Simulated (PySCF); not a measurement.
Species: C2H2F2.
Z-matrix (Å and degrees, PBE0-D3(BJ)/def2-TZVP geometry), rows numbered from 1:
```
F 
C   1  1.3298
C   2  1.3201  1  122.78
F   3  1.3296  2  122.73  1     0.02
H   2  1.0818  1  114.78  3  -179.92
H   3  1.0818  2  122.43  1  -179.95
```

Computed, not measured: PySCF, TDDFT CAM-B3LYP/aug-cc-pVTZ, vertical, gas phase, core orbitals frozen in the response. Isolated species at its PBE0-D3(BJ)/def2-TZVP geometry, gas phase.

Kohn–Sham orbitals with the atoms that hold most of them (Löwdin shares over 4%, at most four atoms; ? is withheld):

| orbital | ε (eV) | atoms |
| --- | --- | --- |
| LUMO+2 | 1.10 | C3 41%, C2 41%, F4 5%, F1 5% |
| LUMO+1 | 0.73 | H5 34%, H6 34%, C2 16%, C3 16% |
| LUMO | ? | H6 44%, H5 43%, C3 6%, C2 6% |
| HOMO | -9.09 | ? |
| HOMO-1 | -12.45 | ? |
| HOMO-2 | -13.32 | F4 34%, F1 34%, C3 11%, C2 11% |
| HOMO-3 | -14.70 | F1 42%, F4 42%, C2 8%, C3 8% |

(1) Which atoms hold the HOMO, and with what shares?

(2) Which atoms hold the HOMO-1, and with what shares?

(3) What is the LUMO energy, and the HOMO–LUMO gap?

Answers

(1) C2 (bonded to C, F and H) 32%; C3 (bonded to C, F and H) 32%; F4 (bonded to C) 13%; F1 (bonded to C) 13%. By element: carbon 65%, fluorine 26%.

(2) F1 (bonded to C) 27%; F4 (bonded to C) 27%; C2 (bonded to C, F and H) 18%; C3 (bonded to C, F and H) 18%. By element: fluorine 54%, carbon 36%.

(3) ε(LUMO) = 0.19 eV; the gap is 9.27 eV (0.3408 hartree).

The HOMO–LUMO gap is 9.27 eV. Where does the response calculation put the lowest singlet, and from which orbitals?

S1 is at 6.31 eV (f = 0.026), 2.97 eV below the gap, made of HOMO→LUMO (69%), HOMO→LUMO+2 (17%), HOMO→LUMO+7 (9%). 

Next come S2 at 7.00 eV (f 0.0045), HOMO→LUMO+2 (70%), HOMO→LUMO (20%); S3 at 7.52 eV (f 0.0000), HOMO→LUMO+1 (90%); S4 at 7.63 eV (f 0.314), HOMO→LUMO+3 (97%); S5 at 7.95 eV (f 0.013), HOMO→LUMO+4 (99%).

Löwdin shares depend on the basis, the more so with diffuse functions.
